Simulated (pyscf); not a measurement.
Thermochemistry of product channels of H₃C–AlH₂ + water (H₂O) on the singlet surface, in eV, from ωB97M-D3(BJ)/def2-TZVP energies (ideal gas, 1 atm, RRHO with modes under 100 cm⁻¹ raised to 100, one conformer, R ln 2 for rigid chiral ones). PySCF, gas phase, ωB97X-D3(BJ)/def2-SVP geometries.

```
products                        ΔE  ΔH(298 K)  ΔG(298 K)  ΔG(1200 K)
---------------------------  -----  ---------  ---------  ----------
HO–CH₂–AlH₂ + hydrogen (H₂)  +1.13      +0.99      +1.12       +1.42
methane (CH₄) + HO–AlH₂      -1.57      -1.54      -1.48       -1.24
H₃C–AlH–OH + hydrogen (H₂)   -1.33      -1.42      -1.33       -1.14
```

These are energies of the channels, which say nothing of barriers.
